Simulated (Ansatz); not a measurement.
# BH− (doublet): the correlation ladder at distance B1–H2 = 2.024 Å, aug-cc-pVDZ

Aim: climb from Hartree-Fock through coupled cluster and multireference methods for BH− (doublet) at one geometry and basis, and see what each rung misses.

Computed with Ansatz 0.2.0, Gaussian basis. Level: aug-cc-pVDZ, core rule «outside noble gas», up to 1 orbitals frozen.

Plan: UHF; CCSD(T) on ROHF; CCSD(T) on UHF; BCCD(T) on ROHF; CISD; CCSDT(Q) on ROHF; CCSDT(Q) on UHF; CASSCF and MRCISD+Q, 3 electrons in 3 orbitals; CASSCF and NEVPT2, 3 electrons in 3 orbitals; CASSCF and MRCISD+Q, 5 electrons in 5 orbitals; CASSCF and NEVPT2, 5 electrons in 5 orbitals; Full CI.

17 further runs of the same task are left out: 14 that didn't finish, 3 set aside as unsound or not needed.

## Step 1: The geometry

The geometry derives from a PBE0/def2-TZVPD stationary point (not a proven minimum). One bond is set to the value named and the two fragments are kept rigid.

2 atoms, charge -1, spin multiplicity 2.

Atoms are counted from 1 here; the program's logs count them from 0.

No contacts short enough for the rule that draws bonds.

## Step 2: UHF

Contents of in.yaml:

```yaml
crystal:
  periodic: [false, false, false]
  atoms:
    - {symbol: B, position_ang: [0.000000, 0.000000, 0.000000]}
    - {symbol: H, position_ang: [0.000000, 0.000000, 2.024000]}
basis:
  gaussian: {orbitals: aug-cc-pVDZ}
total_charge: -1
magnetization: {spin_polarized: true, initial_magnetization: 1}
hamiltonian: {xc: hf}
output: {orbitals: {seedname: orbitals}}
```

On the command line:

```console
$ ansatz run in.yaml --threads 1 --pin off --events-out ev --progress --plain --max-ram 2393MiB
```

The runs that follow: CCSD(T) on ROHF; CCSD(T) on UHF; BCCD(T) on ROHF; CISD; CCSDT(Q) on ROHF; CCSDT(Q) on UHF; CASSCF and MRCISD+Q, 3 electrons in 3 orbitals; CASSCF and NEVPT2, 3 electrons in 3 orbitals; CASSCF and MRCISD+Q, 5 electrons in 5 orbitals; CASSCF and NEVPT2, 5 electrons in 5 orbitals; Full CI.

Before running them: what should the planned runs give, taken together? Wanted: FCI below the RHF energy; RMP2 from FCI; UMP2 from FCI; RCCSD from FCI; RCCSD(T) from FCI; UCCSD(T) from FCI; RCCSDT(Q) from FCI; UCCSDT(Q) from FCI; NEVPT2 pair from FCI.

The runs gave:

```
                         quantity                                                   value
         FCI below the RHF energy                                              -3.1466 eV
                    RMP2 from FCI                                         +22.74 kcal/mol
                    UMP2 from FCI                                         +22.95 kcal/mol
                   RCCSD from FCI                                          +3.74 kcal/mol
                RCCSD(T) from FCI                                          +1.08 kcal/mol
                UCCSD(T) from FCI                                          +1.11 kcal/mol
               RCCSDT(Q) from FCI                                          +0.02 kcal/mol
               UCCSDT(Q) from FCI                                          +0.02 kcal/mol
             NEVPT2 pair from FCI                                         +19.00 kcal/mol
           MRCISD+Q pair from FCI                                          -1.21 kcal/mol
          NEVPT2 valence from FCI                                         +14.95 kcal/mol
levels within 1 kcal/mol (43 meV)  RCCSDT, UCCSDT, RCCSDT(Q), UCCSDT(Q), MRCISD+Q valence
                    T1 diagnostic                                                   0.037
   effectively unpaired electrons                                                    1.15
```

RCCSD(T) misses by +1.08 kcal/mol, 1.5 % of the correlation energy. MRCISD+Q pair, MRCISD+Q valence fall below full CI: the +Q correction isn't variational, and the cores differ from full CI's. One determinant dominates. Of the multireference levels listed MRCISD+Q valence comes nearest in total energy (-0.24 kcal/mol), which doesn't show that its space is the better one. These misses are within one basis, not against nature; the frozen cores of restricted and unrestricted runs differ, which can shift their rows.
